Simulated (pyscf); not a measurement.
Structures and frequencies: ωB97X-D3(BJ)/def2-SVP in PySCF.

**Question.** Estimate the classical barrier height and the reaction energy of HO–AsH–O–GaH₂ + hydrogen (H₂) -> HO–AsH–OH + gallane (GaH₃) at ωB97M-D3(BJ)/def2-TZVP. The step runs on the singlet surface, breaks Ga–O, H–H and forms H–O, Ga–H; take the separated reactants as zero.

**Answer.** ΔE‡ = 1.20 eV, ΔE = +0.79 eV. Zero-point energy shifts the barrier by +0.09 eV. It is a four-centre exchange, with an imaginary mode of 1352i cm⁻¹. On the reactant side the descent ends in an adduct with a As–Ga, Ga–O contact, 0.06 eV under the separated species and 1.34 eV under the saddle at ωB97X-D3(BJ)/def2-TZVP. On the product side the descent ends in an adduct with a Ga–O contact, 0.71 eV under the separated species and 0.97 eV under the saddle at ωB97X-D3(BJ)/def2-TZVP. What is counted as broken (Ga–O) persists as a longer contact in the product adduct; parting that adduct is a step of its own. At the saddle there is also a short Ga–H contact that neither side keeps. HO–AsH–O–GaH₂ is closed by a dative Ga–O, As–Ga contact. One saddle was located; it need not be the lowest between these sides. Elements up to Kr have no core potential and no relativistic terms here.
